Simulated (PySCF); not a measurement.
Species: CH2S.
SMILES: `C=S`

The closed-shell ground state was solved at several levels (PySCF, density fitting, gas phase, non-relativistic). Isolated species at its PBE0-D3(BJ)/def2-TZVP geometry, gas phase.

| level | basis functions | total energy (Eh) | HOMO (eV) | LUMO (eV) | gap (eV) | dipole (D) |
| --- | --- | --- | --- | --- | --- | --- |
| CAM-B3LYP/aug-cc-pVTZ | 142 | -437.4789 | -8.10 | -1.42 | 6.68 | 1.79 |
| PBE0/aug-cc-pVTZ | 142 | -437.3022 | -6.74 | -2.59 | 4.15 | 1.78 |
| B97-2/pcSseg-2 | 107 | -437.5102 | -6.49 | -2.64 | 3.85 | 1.80 |
| KT3/pcSseg-2 | 107 | -440.9673 | -5.60 | -3.52 | 2.08 | 1.71 |
| wB97X-D/pcSseg-2 | 107 | -437.4792 | -8.61 | -0.76 | 7.85 | 1.85 |

Q: Estimate the row for wB97X-D/aug-cc-pVTZ, a basis of 142 functions; the other rows only guide the guess.

A: Total energy -437.4750 Eh, HOMO -8.61 eV, LUMO -0.76 eV, gap 7.85 eV, dipole 1.83 D.

Q: How far do the dipole and the HOMO energy spread over the levels?

A: The dipole runs from 1.71 to 1.85 D (mean 1.79 D) and the HOMO from -8.61 to -5.60 eV.

wB97X-D is run here without its empirical dispersion term; that term would change no orbital, density or response property at a fixed geometry.
